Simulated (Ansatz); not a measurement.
Relaxation of CH₆OSi (9 atoms, charge 0, multiplicity 1), to a largest force component of 0.015 eV/Å in at most 40 steps.

Computed with RKS PBE-D4/def2-SVP in Ansatz 0.2.0.

```xyz
9
Properties=species:S:1:pos:R:3:forces:R:3
C -0.394 0.955 -0.766 0.02 3.42 -0.45
O 0.653 0.139 -0.522 1.83 -0.82 -0.02
Si 0.478 -0.981 0.681 2.01 0.23 1.55
H -1.254 0.442 -1.088 -2.09 -1.20 -0.50
H -0.167 1.658 -1.621 0.11 -0.25 0.35
H -0.674 1.638 0.092 0.07 -0.36 -0.16
H 1.788 -1.771 0.803 -0.46 0.29 -0.14
H -0.593 -1.862 0.386 -1.42 -1.10 -0.30
H 0.252 -0.264 2.017 -0.08 -0.21 -0.31
```

Problem. Where does it end, and by what steps?

Solution. The forces met the threshold. After 5 steps the energy has fallen by 0.304 eV; H8 moved furthest, 0.13 Å.

```json
{"step": "0", "energy less start (eV)": "0.0000", "largest force component (eV/Å)": "3.416", "accepted": "yes"}
{"step": "1", "energy less start (eV)": "-0.2544", "largest force component (eV/Å)": "1.390", "accepted": "yes"}
{"step": "2", "energy less start (eV)": "-0.2611", "largest force component (eV/Å)": "0.471", "accepted": "yes"}
{"step": "3", "energy less start (eV)": "-0.3007", "largest force component (eV/Å)": "0.173", "accepted": "yes"}
{"step": "4", "energy less start (eV)": "-0.3040", "largest force component (eV/Å)": "0.029", "accepted": "yes"}
{"step": "5", "energy less start (eV)": "-0.3041", "largest force component (eV/Å)": "0.006", "accepted": "yes"}
```

```xyz
9
Properties=species:S:1:pos:R:3
C -0.415 1.024 -0.812
O 0.640 0.141 -0.489
Si 0.514 -1.003 0.735
H -1.336 0.483 -1.136
H -0.090 1.673 -1.651
H -0.691 1.685 0.043
H 1.822 -1.733 0.756
H -0.616 -1.968 0.465
H 0.261 -0.349 2.072
```

Whether the end is a true minimum wasn't checked by a vibrational analysis.

Time of the run: 14 s on 1 thread of Arm Neoverse V1, on a shared host, peak memory 0.13 GiB.
